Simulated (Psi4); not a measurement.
**C2H4Si (SMILES C=C[SiH]): levels of theory compared**

Aim: a comparison of 4 runs (UHF/3-21G, UDSD-PBEPBE/aug-cc-pV(D+d)Z, UCCSD/cc-pVDZ) of C2H4Si. 

Program for the calculation: Psi4 1.11.

4 further runs of the same task are left out: 4 set aside as unsound or not needed.

## Step 1: The structure to begin with

The species is C2H4Si (7 atoms), meant as a triplet with charge 0. As SMILES, `C=C[SiH]`. The shape is that of a GFN2-xTB optimisation.

Bond lengths: C1–C2 1.348 Å, C2–Si3 1.831 Å, C1–H4 1.077 Å, C1–H5 1.077 Å, C2–H6 1.083 Å, Si3–H7 1.462 Å. Angles: C1–C2–Si3 124.2°, C1–C2–H6 118.4°, Si3–C2–H6 117.4°, C2–C1–H4 122.1°, C2–C1–H5 121.5°, C2–Si3–H7 123.4°, H4–C1–H5 116.4°.

## Step 2: Energy and forces at UHF/3-21G (run 1)

input.in

```
memory 1600 MB

molecule system {
  0 3
  C
  C 1 1.348163
  Si 2 1.830927 1 124.21147
  H 1 1.077349 2 122.1167 3 -0.05956
  H 1 1.077154 4 116.36423 2 179.9008
  H 2 1.083256 1 118.3767 5 0.04742
  H 3 1.4623 2 123.41449 6 179.9835
  symmetry c1
}

set basis 3-21G
set reference uhf
set puream true
set e_convergence 1e-09
set d_convergence 1e-08
set scf_type pk
set maxiter 200

e_tot, wfn = gradient("scf", return_wfn=True)
oeprop(wfn, "LOWDIN_CHARGES", "QUADRUPOLE", "DIPOLE", title="SCF")
print_variables()
```

The run is started by

```console
$ psi4 -n 1 input.in input.out
```

input.out:

```text
[...]
  Running in c1 symmetry.
[...]
  Nuclear repulsion =   83.054530701064209
[...]
  Multiplicity = 3
[...]
  Nalpha       = 16
  Nbeta        = 14
[...]
    Number of basis functions: 39
[...]
   @UHF iter   1:  -364.86744605899986   -7.82294e-01   7.25252e-03 ADIIS/DIIS
[...]
   @UHF iter  16:  -364.94955967419764   -1.70530e-12   6.23437e-09 DIIS
[...]
   @S^2 Observed:                2.209560077E+00
[...]
    Orbital Energies [Eh]
    ---------------------
    Alpha Occupied:
       1A    -68.295367     2A    -11.181649     3A    -11.173586
       4A     -6.107505     5A     -4.207152     6A     -4.205959
       7A     -4.198804     8A     -1.044232     9A     -0.808768
      10A     -0.701971    11A     -0.625233    12A     -0.571362
      13A     -0.469749    14A     -0.424201    15A     -0.363275
      16A     -0.284777
    Alpha Virtual:
      17A      0.183536    18A      0.185292    19A      0.213906
      20A      0.293465    21A      0.321583    22A      0.407886
      23A      0.417148    24A      0.464433    25A      0.485947
[...]
  @UHF Final Energy:  -364.94955967419764
   => Energetics <=
    Nuclear Repulsion Energy =             83.0545307010642091
    One-Electron Energy =                -667.5911383578857112
    Two-Electron Energy =                 219.5870479826239148
    Total Energy =                       -364.9495596741975874
  UHF NO Occupations:
  HONO-2 :   14  A 1.8963156
  HONO-1 :   15  A 1.0000000
[...]
  -Total Gradient:
     Atom            X                  Y                   Z
    ------   -----------------  -----------------  -----------------
       1       -0.000123499860    -0.002929615336     0.013009225512
       2        0.000026554799    -0.009116494245    -0.001127691474
       3        0.000001356233     0.001319349814    -0.018966013419
       4        0.000049378050    -0.002338800908    -0.000580079678
       5        0.000041104521     0.001931291191    -0.000456683803
       6        0.000005523710     0.004839944493     0.001578369016
       7       -0.000000417453     0.006294324987     0.006542873846
[...]
 Multipole Moments:
 ------------------------------------------------------------------------------------
     Multipole            Electronic (a.u.)      Nuclear  (a.u.)        Total (a.u.)
 ------------------------------------------------------------------------------------
 L = 1.  Multiply by 2.5417464519 to convert [e a0] to [Debye]
 Dipole X            :         -0.0006392            0.0011528            0.0005136
 Dipole Y            :         -0.9877314            1.1608549            0.1731236
 Dipole Z            :          3.2407242           -3.3012126           -0.0604883
 Magnitude           :                                                    0.1833872
 L = 2.  Multiply by 1.3450342976 to convert [e a0^2] to [Debye ang]
 Quadrupole XX       :        -22.2700587            0.0000052          -22.2700535
 Quadrupole XY       :         -0.0052310            0.0058064            0.0005754
[...]
```

Wall time 2.4 s (1 thread of AMD EPYC 7B13 (Zen 3), shared host); peak memory 0.18 GiB.

## Step 3: The energy at UDSD-PBEPBE/aug-cc-pV(D+d)Z (density fitting with cc-pvqz-jkfit, density fitting for correlation) (run 2)

calc.in

```
memory 1600 MB

molecule {
  0 3
  C     -1.25644111     0.76184309    -1.25011052
  C     -0.08242985     0.74421194     1.01085230
  Si     2.28755127    -1.59349266     1.95403350
  H     -0.86591030    -0.63031815    -2.68337330
  H     -2.63945607     2.17953452    -1.71999092
  H     -0.56170219     2.20047269     2.36733551
  H      3.11838826    -3.66225144     0.32123454
  units au
}

set reference uks
set scf_type mem_df
set freeze_core true
set diis_max_vecs 8
set df_basis_scf cc-pvqz-jkfit
set orbital_optimizer_package ooo

energy('dsd-pbepbe/aug-cc-pV(D+d)Z')
```

The run is started by

```console
$ psi4 -n 1 calc.in calc.out
```

calc.out:

```text
[...]
  Running in c1 symmetry.
[...]
  Nuclear repulsion =   83.054516985619458
[...]
  Multiplicity = 3
[...]
  Nalpha       = 16
  Nbeta        = 14
[...]
    Number of basis functions: 114
[...]
   @DF-UKS iter   1:  -367.04556005141620   -3.67046e+02   5.57329e-03 ADIIS+DIIS
[...]
   @DF-UKS iter  13:  -367.33800726629573   -1.46070e-07   3.86104e-07 Converged
[...]
   @S^2 Observed:                2.085229845E+00
[...]
    Orbital Energies [Eh]
    ---------------------
    Alpha Occupied:
       1A    -67.852894     2A    -10.877513     3A    -10.870741
       4A     -5.849055     5A     -4.043435     6A     -4.042141
       7A     -4.034468     8A     -0.960038     9A     -0.745597
      10A     -0.642119    11A     -0.571931    12A     -0.524558
      13A     -0.435978    14A     -0.386859    15A     -0.332019
      16A     -0.249532
    Alpha Virtual:
      17A      0.025084    18A      0.037735    19A      0.039163
      20A      0.047509    21A      0.051777    22A      0.067985
      23A      0.080504    24A      0.086968    25A      0.092316
[...]
  @DF-UKS Final Energy:  -367.33800726629767
   => Energetics <=
    Nuclear Repulsion Energy =             83.0545169856194576
    One-Electron Energy =                -670.0533870553595079
    Two-Electron Energy =                 229.0869355913941092
    DFT Exchange-Correlation Energy =      -9.4260727879517461
    Empirical Dispersion Energy =           0.0000000000000000
    VV10 Nonlocal Energy =                  0.0000000000000000
    Total Energy =                       -367.3380072662977227
[...]
 Multipole Moments:
 ------------------------------------------------------------------------------------
     Multipole            Electronic (a.u.)      Nuclear  (a.u.)        Total (a.u.)
 ------------------------------------------------------------------------------------
 L = 1.  Multiply by 2.5417464519 to convert [e a0] to [Debye]
 Dipole X            :          1.9563372           -2.1182589           -0.1619218
 Dipole Y            :         -0.8487624            0.9664942            0.1177319
 Dipole Z            :          2.4806742           -2.6123672           -0.1316929
 Magnitude           :                                                    0.2396299
[...]
```

Run time: 20 s. Hardware: 1 thread of AMD EPYC 7B13 (Zen 3), shared host; peak memory 0.78 GiB.

Run 3 isn't shown in full; the table further down has it.

## Step 4: A single-point energy at UCCSD/cc-pVDZ (run 4)

c2h4si.dat

```
memory 1600 mb

molecule mol {
  0 3
  C
  C 1 r2
  Si 2 r3 1 a3
  H 1 r4 2 a4 3 d4
  H 1 r5 4 a5 2 d5
  H 2 r6 1 a6 5 d6
  H 3 r7 2 a7 6 d7

  r2 = 1.348163
  r3 = 1.830927
  a3 = 124.21147
  r4 = 1.077349
  a4 = 122.1167
  d4 = -0.05956
  r5 = 1.077154
  a5 = 116.36423
  d5 = 179.9008
  r6 = 1.083256
  a6 = 118.3767
  d6 = 0.04742
  r7 = 1.4623
  a7 = 123.41449
  d7 = 179.9835
  no_reorient
  no_com
}

set globals {
  basis       cc-pVDZ
  reference   uhf
  scf_type    pk
  freeze_core true
}

E, wfn = energy('ccsd', return_wfn=True)
```

The run is started by

```console
$ psi4 -n 1 c2h4si.dat c2h4si.out
```

c2h4si.out:

```text
[...]
  Running in c1 symmetry.
[...]
  Nuclear repulsion =   83.054530701064209
[...]
  Multiplicity = 3
[...]
  Nalpha       = 16
  Nbeta        = 14
[...]
    Number of basis functions: 66
[...]
   @UHF iter   1:  -366.75912162333191   -6.95952e-01   5.94879e-03 DIIS/ADIIS
[...]
   @UHF iter  17:  -366.90555422596265   -1.19371e-12   4.35012e-09 DIIS
[...]
   @S^2 Observed:                2.183598119E+00
[...]
    Orbital Energies [Eh]
    ---------------------
    Alpha Occupied:
       1A    -68.785858     2A    -11.246706     3A    -11.232911
       4A     -6.138940     5A     -4.249147     6A     -4.247294
       7A     -4.239150     8A     -1.045417     9A     -0.810538
      10A     -0.699000    11A     -0.622903    12A     -0.571403
      13A     -0.474528    14A     -0.421221    15A     -0.369172
      16A     -0.282016
    Alpha Virtual:
      17A      0.158049    18A      0.162583    19A      0.185088
      20A      0.209550    21A      0.229969    22A      0.291572
      23A      0.376834    24A      0.410968    25A      0.448506
[...]
  @UHF Final Energy:  -366.90555422596265
   => Energetics <=
    Nuclear Repulsion Energy =             83.0545307010642091
    One-Electron Energy =                -669.9515275330602435
    Two-Electron Energy =                 219.9914426060333881
    Total Energy =                       -366.9055542259626463
  UHF NO Occupations:
  HONO-2 :   14  A 1.9093329
  HONO-1 :   15  A 1.0000000
[...]
 Multipole Moments:
 ------------------------------------------------------------------------------------
     Multipole            Electronic (a.u.)      Nuclear  (a.u.)        Total (a.u.)
 ------------------------------------------------------------------------------------
 L = 1.  Multiply by 2.5417464519 to convert [e a0] to [Debye]
 Dipole X            :         -0.0007299            0.0011528            0.0004229
 Dipole Y            :         -0.9965321            1.1608549            0.1643228
 Dipole Z            :          3.1695034           -3.3012126           -0.1317092
 Magnitude           :                                                    0.2105931
[...]
      * MP2 total energy                      = -367.224271730654266
[...]
      * CCSD total energy                     = -367.272097444129031
[...]
```

Wall time 31 s (1 thread of AMD EPYC 7B13 (Zen 3), shared host); peak memory 0.35 GiB.

## Step 5: All runs side by side

```csv
run,level,task,integrals,energy (Eh),HOMO energy (eV),LUMO energy (eV),⟨S²⟩,wall time
1,UHF/3-21G,gradient,pk,-364.949560,-7.75,1.18,2.210,2.4 s
2,"UDSD-PBEPBE/aug-cc-pV(D+d)Z (density fitting with cc-pvqz-jkfit, density fitting for correlation)",energy,mem_df,-367.524081,-6.79,-0.53,2.085,20 s
3,"UDSD-PBEPBE/aug-cc-pV(D+d)Z (density fitting, density fitting for correlation)",energy,mem_df,-367.523985,-6.79,-0.53,2.085,17 s
4,UCCSD/cc-pVDZ,energy,pk,-367.272097,-7.67,1.33,2.184,31 s
```

## Step 6: Outcome

| quantity | value |
| --- | --- |
| run 4: total energy | -367.27210 Eh |
| run 4: HOMO energy (Hartree–Fock orbitals) (highest over α and β) | -7.67 eV |
| run 4: LUMO energy (Hartree–Fock orbitals) (lowest over α and β) | 1.33 eV |
| run 4: correlation energy (7 core orbitals frozen) | -366.5 mEh |
| run 4: ⟨S²⟩ of the reference determinant | 2.184 |
| run 4: T1 diagnostic | 0.049 |

Spin contamination of the reference: run 1 ⟨S²⟩ = 2.21, run 4 ⟨S²⟩ = 2.18. All runs together took 71 s, the longest 31 s.
